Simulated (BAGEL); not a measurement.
# HF/STO-3G (density fitting with qzvpp-jkfit) run of C2H4FN (SMILES C/N=C\F)

What is the energy change on altering one bond length of C2H4FN at HF/STO-3G (density fitting with qzvpp-jkfit)? 

The results are computed with BAGEL 1.2.2.

1 further run of the same task is left out (set aside as unsound or not needed). Runs told in other sessions of the task aren't counted.

## 1. The structure to begin with

C2H4FN has 8 atoms, charge 0, and is taken as a singlet. As SMILES, `C/N=C\F`. The coordinates come from a PBE0-D4/def2-TZVP relaxation.

Bond lengths: C1–N2 1.443 Å, N2–C3 1.239 Å, C3–F4 1.349 Å, C1–H5 1.093 Å, C1–H6 1.092 Å, C1–H7 1.092 Å, C3–H8 1.086 Å. Angles: C1–N2–C3 121.5°, N2–C3–F4 125.3°, N2–C1–H5 114.5°, N2–C1–H6 108.4°, N2–C1–H7 108.4°, N2–C3–H8 124.0°, F4–C3–H8 110.7°, H5–C1–H6 109.1°, H5–C1–H7 109.2°, H6–C1–H7 106.8°.

## 2. The energy at HF/STO-3G (density fitting with qzvpp-jkfit)

Input file hf.json:

```json
{ "bagel" : [

{
  "title" : "molecule",
  "basis" : "sto-3g",
  "df_basis" : "qzvpp-jkfit",
  "angstrom" : "true",
  "geometry" : [
    { "atom" : "C", "xyz" : [      -0.060700,       0.998200,      -0.273600 ] },
    { "atom" : "N", "xyz" : [       0.554000,      -0.017000,       0.546600 ] },
    { "atom" : "C", "xyz" : [       0.233500,      -1.209300,       0.448500 ] },
    { "atom" : "F", "xyz" : [      -0.692200,      -1.700100,      -0.401300 ] },
    { "atom" : "H", "xyz" : [      -0.798500,       0.620900,      -0.985900 ] },
    { "atom" : "H", "xyz" : [      -0.538000,       1.730000,       0.382300 ] },
    { "atom" : "H", "xyz" : [       0.725800,       1.526500,      -0.816900 ] },
    { "atom" : "H", "xyz" : [       0.668300,      -2.006400,       1.044300 ] }
  ]
},

{ "title" : "hf" },

{ "title" : "print", "file" : "orbitals.molden", "orbitals" : "true" }

]}
```

Run with:

```
$ BAGEL_NUM_THREADS=1 BAGEL hf.json > hf.out
```

Standard output:

```text
* using 1 threads per process

  ===============================================================
  ===============================================================

  *** Geometry ***

  { "atom" : "C", "xyz" : [     -0.114706,      1.886325,     -0.517029 ] },
  { "atom" : "N", "xyz" : [      1.046908,     -0.032125,      1.032924 ] },
  { "atom" : "C", "xyz" : [      0.441251,     -2.285246,      0.847542 ] },
  { "atom" : "F", "xyz" : [     -1.308068,     -3.212723,     -0.758347 ] },
  { "atom" : "H", "xyz" : [     -1.508946,      1.173331,     -1.863081 ] },
  { "atom" : "H", "xyz" : [     -1.016673,      3.269226,      0.722442 ] },
  { "atom" : "H", "xyz" : [      1.371563,      2.884667,     -1.543717 ] },
  { "atom" : "H", "xyz" : [      1.262904,     -3.791546,      1.973441 ] },

  Number of auxiliary basis functions:      376

  Since a DF basis is specified, we compute 2- and 3-index integrals:
    o Being stored without compression. Storage requirement is 0.002 GB

  Number of basis functions:       24
  Number of electrons      :       32

    * METHOD: MOLECULE                             0.09

  *** RHF ***

  === Nuclear Repulsion ===
   118.8715891652

      * DIIS with orbital gradients will be used.

  === RHF iteration (sto-3g) ===
      0       -228.76398646          0.02474113           0.01
      1       -228.85166769          0.01085039           0.01
      2       -228.86892035          0.00219399           0.01
      3       -228.87039889          0.00081410           0.01
      4       -228.87069449          0.00022377           0.01
      5       -228.87072127          0.00002874           0.01
      6       -228.87072160          0.00000859           0.01
      7       -228.87072163          0.00000293           0.01
      8       -228.87072163          0.00000043           0.01
      9       -228.87072163          0.00000016           0.01
     10       -228.87072163          0.00000007           0.01
     11       -228.87072163          0.00000001           0.01
     12       -228.87072163          0.00000000           0.01
    * SCF iteration converged.

    * Permanent dipole moment:
           (    0.179789,     0.005380,     0.180171) a.u.

    * METHOD: HF                                   0.15

    * METHOD: PRINT                                0.00

  ===============================================================
```

It took 0.38 s on 1 thread of Arm Neoverse V1, shared host.

## 3. The distorted shape, same level

Input file hf.json:

```json
{ "bagel": [

{
  "title": "molecule",
  "basis": "sto-3g",
  "df_basis": "qzvpp-jkfit",
  "angstrom": true,
  "geometry": [
    { "atom": "C", "xyz": [   -0.178670,    0.918959,   -0.192109 ] },
    { "atom": "N", "xyz": [    0.436030,   -0.096241,    0.628091 ] },
    { "atom": "C", "xyz": [    0.115530,   -1.288541,    0.529991 ] },
    { "atom": "F", "xyz": [   -0.810170,   -1.779341,   -0.319809 ] },
    { "atom": "H", "xyz": [   -0.916470,    0.541659,   -0.904409 ] },
    { "atom": "H", "xyz": [   -0.655970,    1.650759,    0.463791 ] },
    { "atom": "H", "xyz": [    0.725800,    1.526500,   -0.816900 ] },
    { "atom": "H", "xyz": [    0.550330,   -2.085641,    1.125791 ] }
  ]
},
{ "title": "hf" },
{ "title": "print", "file": "orbitals.molden", "orbitals": true }

]}
```

Run with:

```
$ BAGEL_NUM_THREADS=1 BAGEL hf.json > hf.out
```

Standard output:

```text
* using 1 threads per process

  ===============================================================
  ===============================================================

  *** Geometry ***

  { "atom" : "C", "xyz" : [     -0.337637,      1.736581,     -0.363033 ] },
  { "atom" : "N", "xyz" : [      0.823977,     -0.181869,      1.186920 ] },
  { "atom" : "C", "xyz" : [      0.218320,     -2.434990,      1.001538 ] },
  { "atom" : "F", "xyz" : [     -1.530999,     -3.362467,     -0.604351 ] },
  { "atom" : "H", "xyz" : [     -1.731877,      1.023587,     -1.709085 ] },
  { "atom" : "H", "xyz" : [     -1.239604,      3.119482,      0.876438 ] },
  { "atom" : "H", "xyz" : [      1.371563,      2.884667,     -1.543717 ] },
  { "atom" : "H", "xyz" : [      1.039973,     -3.941290,      2.127437 ] },

  Number of auxiliary basis functions:      376

  Since a DF basis is specified, we compute 2- and 3-index integrals:
    o Being stored without compression. Storage requirement is 0.002 GB

  Number of basis functions:       24
  Number of electrons      :       32

    * METHOD: MOLECULE                             0.09

  *** RHF ***

  === Nuclear Repulsion ===
   118.2552541468

      * DIIS with orbital gradients will be used.

  === RHF iteration (sto-3g) ===
      0       -228.74374078          0.02495816           0.01
      1       -228.83373156          0.01082912           0.01
      2       -228.85093001          0.00223153           0.01
      3       -228.85243352          0.00082849           0.01
      4       -228.85273515          0.00022800           0.01
      5       -228.85276302          0.00002577           0.01
      6       -228.85276330          0.00000815           0.01
      7       -228.85276333          0.00000161           0.01
      8       -228.85276333          0.00000041           0.01
      9       -228.85276333          0.00000013           0.01
     10       -228.85276333          0.00000005           0.01
     11       -228.85276333          0.00000001           0.01
     12       -228.85276333          0.00000000           0.01
    * SCF iteration converged.

    * Permanent dipole moment:
           (    0.184288,     0.014701,     0.175746) a.u.

    * METHOD: HF                                   0.15

    * METHOD: PRINT                                0.00

  ===============================================================
```

Run time: 0.36 s. Hardware: 1 thread of Arm Neoverse V1, shared host.

## 4. Results

Level: HF/STO-3G (density fitting with qzvpp-jkfit).

| quantity | value |
| --- | --- |
| first shape: total energy | -228.87072 Eh |
| first shape: dipole moment | 0.65 D |
| first shape: HOMO energy | -9.47 eV |
| first shape: LUMO energy | 8.32 eV |
| first shape: HOMO–LUMO gap | 17.79 eV |
| distorted shape: total energy | -228.85276 Eh |
| distorted shape: dipole moment | 0.65 D |
| distorted shape: HOMO energy | -9.37 eV |
| distorted shape: LUMO energy | 8.21 eV |
| distorted shape: HOMO–LUMO gap | 17.58 eV |
| energy change with the C1–H7 bond stretched from 1.092 to 1.256 Å | 0.489 eV |

**Reading.** With the C1–H7 bond stretched from 1.092 to 1.256 Å the energy rises by 0.49 eV (47.1 kJ/mol). The first shape isn't relaxed at this level, so the change isn't measured from a minimum. The minimal basis adds a large error of its own.
